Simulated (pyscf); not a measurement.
# Hydrogen abstraction: `[CH3][NH][Zr]([NH2])([NH2])[NH2]` + `[H]` [doublet] → `[CH3][NH][Zr]([NH])([NH2])[NH2]` [doublet] + `[H][H]`

Gas phase, doublet surface, charge 0. Bonds broken: N4–H11. Bonds formed: H11–H17. Optimised with ωB97X-D3(BJ)/def2-SVP in PySCF.

Transition state (Å):

```xyz
17

C      1.1490    -0.5896     1.9938
N      0.3698    -1.0210     0.8459
Zr    -0.8018     0.2132    -0.2848
N     -2.1280     1.3261     0.8277
N      0.4475     1.5243    -1.2374
N     -1.7809    -0.9274    -1.6660
H      2.2334    -0.7710     1.8682
H      1.0295     0.4975     2.1475
H      0.8346    -1.0759     2.9370
H      0.4747    -2.0187     0.6739
H     -1.4128     1.8697     1.8333
H     -3.0621     1.5090     1.1924
H      1.4248     1.3570    -1.4686
H      0.2293     2.4945    -1.4568
H     -1.7188    -0.8843    -2.6807
H     -2.4670    -1.6413    -1.4211
H     -1.0453     2.1007     2.6087
```

One imaginary mode, 1239i cm⁻¹; descent along it reached the two sides named.

```json
[
 {"bond": "N4–H11", "change": "breaks", "reactant side (Å)": "1.018", "saddle": "1.348", "product side": "2.7"},
 {"bond": "H11–H17", "change": "forms", "reactant side (Å)": "3.1", "saddle": "0.889", "product side": "0.762"}
]
```

Electronic energies relative to the separated reactants (kcal/mol):

```json
[
 {"level": "ωB97X-D3(BJ)/def2-TZVP", "barrier": "15.4", "reaction energy": "+7.6", "reverse barrier": "7.7"},
 {"level": "PBE/def2-TZVP", "barrier": "9.5", "reaction energy": "+6.1", "reverse barrier": "3.3"},
 {"level": "r²SCAN/def2-TZVP", "barrier": "8.8", "reaction energy": "+3.3", "reverse barrier": "5.4"},
 {"level": "B3LYP-D3(BJ)/def2-TZVP", "barrier": "9.0", "reaction energy": "+3.1", "reverse barrier": "5.9"},
 {"level": "PBE0-D3(BJ)/def2-TZVP", "barrier": "13.1", "reaction energy": "+8.5", "reverse barrier": "4.6"},
 {"level": "M06-2X/def2-TZVP", "barrier": "17.2", "reaction energy": "+8.0", "reverse barrier": "9.2"},
 {"level": "ωB97M-D3(BJ)/def2-TZVP", "barrier": "15.3", "reaction energy": "+7.6", "reverse barrier": "7.7"},
 {"level": "HF/def2-TZVP", "barrier": "24.7", "reaction energy": "+2.5", "reverse barrier": "22.2"}
]
```

With ωB97M-D3(BJ)/def2-TZVP energies and thermal terms (ideal gas, 1 atm, RRHO with modes under 100 cm⁻¹ raised to 100, one conformer, R ln 2 for chiral ones without a mode under 150 cm⁻¹), in kcal/mol:

```tsv
T (K)	ΔH‡	ΔG‡	ΔH	ΔG
298	13.2	20.0	+6.5	+5.3
600	12.8	27.1	+6.4	+4.1
900	12.6	34.3	+6.1	+3.0
1200	12.5	41.5	+5.7	+2.0
```

[H₃C–NH–Zr(NH)(NH₂)–NH₂]• lies 9.7 kcal/mol over its isomer [H₃C–N–Zr(NH₂)(NH₂)–NH₂]• (electronic energy, ωB97M-D3(BJ)/def2-TZVP). One saddle was located; it need not be the lowest between these sides. The angle at the transferred H is 167°. Open-shell species with a d-block atom are single-reference here; other states, and whether the spin sits on metal or ligand, were not checked. Elements past Kr carry the def2 core potentials, without spin-orbit coupling.
